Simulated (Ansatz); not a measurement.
Rock-salt MgS was calculated with G0W0@PBE (hard PAW, contour deformation, complete-basis limit; Ansatz, a quantum-chemistry and plane-wave program).

Run with largest k mesh 10×10×10 (not extrapolated in the mesh).

The cell has the measured lattice: a = 5.2033 Å, b = 5.2033 Å, c = 5.2033 Å, α = 90.00°, β = 90.00°, γ = 90.00°.

Question: Predict the band gap.

Answer: 
band gap: 4.38 eV (indirect)

Note: cell and atoms aren't relaxed at this level; the gap holds a correction of +0.28 eV to the complete basis.

The computed numbers hold no vibrational or temperature effects.

It cost about 40 core-minutes (a rough figure) of CPU time.
